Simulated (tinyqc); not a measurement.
Pariser-Parr-Pople SCF with singles CI, for the molecule O=CC=O (SMILES; centres numbered as the heavy atoms are written), step by step. One step of it, computed by the program tinyqc.

Problem. Iteration 2: orbitals and new P. Diagonalise F (the basis is taken as orthonormal) and form P = 2 sum c c over the lowest orbitals.

F (eV):
```
           1O         2C         3C         4O
1O  -9.818734  -5.051530  -0.243569   0.478848
2C  -5.051530  -5.949441  -3.217079  -0.243569
3C  -0.243569  -3.217079  -5.949441  -5.051530
4O   0.478848  -0.243569  -5.051530  -9.818734
```

pi electrons, sum of z_r less the charge = 4

Give: orbital energies; P after iteration 2.

Solution.

orbital energies (eV): -14.549  -12.633  -3.957  -0.397

P after iteration 2:
```
        1O     2C     3C      4O
1O   1.317  0.893  0.107  -0.301
2C   0.893  0.683  0.301   0.107
3C   0.107  0.301  0.683   0.893
4O  -0.301  0.107  0.893   1.317
```
